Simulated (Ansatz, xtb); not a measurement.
System: isobutane, C4H10, net charge 0, singlet state. SMILES: CC(C)C
Coordinates optimised at B3LYP-D3(BJ)/def2-TZVP (Ansatz, a quantum-chemistry and plane-wave program):
```xyz
14

C     -0.0001     0.0018     0.3735
H     -0.0004     0.0072     1.4696
C      0.0053     1.4545    -0.1028
H      0.0058     1.5017    -1.1956
H     -0.8762     1.9925     0.2527
H      0.8904     1.9861     0.2532
C      1.2575    -0.7325    -0.0917
H      1.3032    -0.7643    -1.1842
H      2.1624    -0.2356     0.2644
H      1.2737    -1.7623     0.2716
C     -1.2627    -0.7234    -0.0925
H     -1.3079    -0.7549    -1.1849
H     -1.2865    -1.7530     0.2709
H     -2.1642    -0.2200     0.2631
```
Charge 0, spin multiplicity 1.

Harmonic wavenumbers from GFN2-xTB (xtb, at its own minimum), cm⁻¹: 187, 237, 237, 364, 364, 448, 862, 946, 946, 965, 1005, 1005, 1193, 1193, 1205, 1333, 1333, 1410, 1410, 1429, 1494, 1500, 1500, 1509, 1509, 1515, 2925, 3024, 3025, 3025, 3032, 3032, 3033, 3037, 3038, 3038.

Question: Give the harmonic wavenumbers at B3LYP-D3(BJ)/def2-TZVP (Ansatz, finite differences of forces, unscaled).

Answer: 213, 259, 259, 368, 368, 435, 801, 928, 928, 960, 976, 976, 1195, 1195, 1214, 1363, 1363, 1402, 1402, 1430, 1482, 1489, 1489, 1507, 1507, 1514, 2998, 3018, 3018, 3025, 3075, 3075, 3085, 3085, 3089, 3089 cm⁻¹. Zero-point energy 82.3 kcal/mol.

Question: From these and the geometry, give the ideal-gas thermochemistry at 298.15 K and 1 atm (rigid rotor, harmonic oscillator).

Answer: Point group C3v, rotational symmetry number 3. Rotational constants 7.805, 7.805, 4.521 GHz. S(trans) 38.10, S(rot) 22.39, S(vib) 9.44, S(elec, spin only) 0.00, S 69.9 cal/(mol K). H(298) - H(0) 4.17 kcal/mol; G - E(el) 65.6 kcal/mol.
